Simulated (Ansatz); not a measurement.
Relaxation of AlClFH (4 atoms, charge 0, multiplicity 1), to a largest force component of 0.03 eV/Å in at most 50 steps.

Method: Ansatz 0.2.0, RKS B3LYP-D4/6-31G*.

```xyz
4
Properties=species:S:1:pos:R:3:forces:R:3
Al -0.929 0.000 0.314 -0.17 0.00 -0.03
H 1.562 0.000 1.505 0.78 0.00 -0.73
Cl 2.497 0.000 0.552 -0.61 0.00 0.76
F -1.295 0.000 -1.312 0.00 0.00 0.00
```

Question: Where does it end, and by what steps?

Answer: The forces met the threshold. The force dipped under the threshold on the way, but the program's further checks kept it going. After 26 steps the energy has fallen by 0.107 eV; H2 moved furthest, 1.05 Å.

```
step  energy less start (eV)  largest force component (eV/Å)  accepted
   0                  0.0000                           0.778       yes
   1                 -0.0383                           0.447       yes
   2                 -0.0516                           0.149       yes
   3                 -0.0548                           0.060       yes
   4                 -0.0575                           0.036       yes
   5                 -0.0513                           0.782        no
   6                 -0.0618                           0.060       yes
   7                 -0.0623                           0.438       yes
   8                 -0.0707                           0.067       yes
   9                 -0.0722                           0.018       yes
  10                 -0.0457                           1.061        no
  11                 -0.0735                           0.234       yes
  12                 -0.0745                           0.202       yes
  13                 -0.0738                           0.384        no
  14                 -0.0768                           0.169       yes
  15                 -0.0780                           0.095       yes
  16                 -0.0781                           0.313       yes
  17                 -0.0801                           0.262       yes
  18                 -0.0764                           0.787        no
  19                 -0.0875                           0.157       yes
  20                 -0.0919                           0.329       yes
  21                 -0.0929                           0.314       yes
  22                 -0.0981                           0.333       yes
  23                 -0.1007                           0.241       yes
  24                 -0.1054                           0.017       yes
  25                 -0.1064                           0.066       yes
  26                 -0.1066                           0.016       yes
```

```xyz
4
Properties=species:S:1:pos:R:3
Al -1.811 0.000 0.066
H 2.608 0.000 1.562
Cl 1.733 0.000 0.614
F -0.696 0.000 -1.182
```

The run took 43 s on 1 thread of Arm Neoverse V2, on a shared host, peak memory 0.12 GiB.
